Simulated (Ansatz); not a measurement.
Geometry optimisation, Ansatz, RKS PBE-D4/def2-SVP.

Input:

```yaml
crystal:
  periodic: [false, false, false]
  atoms:
    - { symbol: C, position_ang: [-0.9576, 0.9001, -0.9531] }
    - { symbol: Si, position_ang: [-0.5077, 0.2422, 0.6688] }
    - { symbol: Si, position_ang: [1.3056, -1.1126, 0.3729] }
    - { symbol: H, position_ang: [-1.1936, 0.1656, -1.6793] }
    - { symbol: H, position_ang: [-0.2012, 1.535, -1.4263] }
    - { symbol: H, position_ang: [-1.8803, 1.611, -0.8598] }
    - { symbol: H, position_ang: [-0.1603, 1.3549, 1.6162] }
    - { symbol: H, position_ang: [-1.5948, -0.5151, 1.2428] }
    - { symbol: H, position_ang: [1.6837, -1.17913, -1.12048] }
    - { symbol: H, position_ang: [0.98664, -2.52453, 0.76916] }
    - { symbol: H, position_ang: [2.46244, -0.64233, 1.13349] }
basis:
  gaussian: { orbitals: def2-SVP }
hamiltonian:
  xc: pbe
  dispersion: d4
relax:
  f_tol: 0.015
  max_steps: 40
output:
  orbitals: {}
```

Run as:

```bash
$ ansatz run input.yaml --threads 1 --pin off --max-ram 2048MiB --backend cpu --events-out ev --progress --plain --runs-dir out
```

Question: Where does it end, and by what steps?

Answer: The run converged. After 4 steps the energy has fallen by 0.313 eV; C1 moved furthest, 0.14 Å.

```tsv
step	energy less start (eV)	largest force component (eV/Å)	accepted
0	0.0000	2.975	yes
1	-0.2621	0.957	yes
2	-0.3072	0.278	yes
3	-0.3123	0.088	yes
4	-0.3126	0.003	yes
```

```xyz
11
Properties=species:S:1:pos:R:3
C -1.041 0.995 -1.010
Si -0.505 0.250 0.650
Si 1.365 -1.176 0.381
H -1.319 0.198 -1.729
H -0.219 1.589 -1.457
H -1.917 1.661 -0.875
H -0.151 1.349 1.620
H -1.640 -0.535 1.257
H 1.769 -1.224 -1.071
H 1.053 -2.583 0.821
H 2.549 -0.690 1.176
```

Whether the end is a true minimum wasn't checked by a vibrational analysis.

The run took 31 s on 1 thread of Intel(R) Xeon(R) Processor @ 2.50GHz (Skylake/Cascade Lake) (shared host), peak memory 0.13 GiB.
